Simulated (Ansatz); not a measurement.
C2H2O, SMILES `[CH]C=O` (triplet; the order of the spin states depends on the level; H–C–C–O torsion 0°) (charge 0, multiplicity 3). This triplet lies 0.28 eV below the relaxed singlet at the level B3LYP/cc-pVTZ // PBE0-D3(BJ)/def2-TZVP (Ansatz, a first-principles code); other levels give the other order.

Cartesian coordinates (Å):
SMILES: [CH]C=O
```xyz
5

C      0.8891    -0.3392    -0.0461
C     -0.4949    -0.0914     0.0940
O     -0.9440     1.0321    -0.1148
H      1.6996     0.3241    -0.3253
H     -1.1498    -0.9256     0.3922
```
Charge 0, spin multiplicity 3.

Frozen-core energies in 6-31g from Ansatz at a geometry from PBE0-D3(BJ)/def2-TZVP; the HF reference has <S^2> = 2.22 and the T1 diagnostic is 0.040.

```json
[
 {"level": "HF", "energy (Ha)": "-151.59784"},
 {"level": "MP2", "energy (Ha)": "-151.82962"},
 {"level": "CCSD", "energy (Ha)": "-151.86622"},
 {"level": "CCSD(T)", "energy (Ha)": "-151.87308"}
]
```

Problem. Estimate the energies of CCSDT and CCSDT(Q), and give each level's difference from CCSDT(Q).

Solution. 
| level | energy (Ha) | difference from CCSDT(Q) (mHa) |
|---|---|---|
| MP2 | -151.82962 | 45.80 |
| CCSD | -151.86622 | 9.19 |
| CCSD(T) | -151.87308 | 2.33 |
| CCSDT | -151.87441 | 1.00 |
| CCSDT(Q) | -151.87541 | 0.00 |
